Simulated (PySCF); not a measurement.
Gas-phase reaction: 3 AlCH3 + 2 CCl3 + 2 C3H4 (allene) ⇌ 3 Al(CH3)Cl2 + 4 C2H2 (acetylene)

Method: PySCF energies plus ideal-gas RRHO corrections (1 bar). † marks an energy on the PBE0/def2-TZVP geometry and frequencies; other levels use their own. 6-31G* has spherical d functions here. Open shells (unrestricted): CCl3 (multiplicity 2); the rest are closed-shell singlets. B3LYP is the form with VWN-RPA correlation. AlCH3, Al(CH3)Cl2: computed as isolated molecules; such fragments, hydroxides, amides, oligomers or adducts are transient or little studied in the gas.

BLYP/def2-TZVP† gives ΔH°(298 K) = -1296 kJ.

Task: What do B3LYP/6-31G*, PBE0/def2-TZVP, LDA/def2-TZVP† give?

Result: B3LYP/6-31G*: -1260 kJ; PBE0/def2-TZVP: -1275 kJ; LDA/def2-TZVP†: -1168 kJ. For scale, ΔH°(298 K) is -1296 kJ at this level, -1379 kJ at ωB97M-V/def2-TZVP†, and runs from -1521 to -1168 kJ over the 19 levels computed.
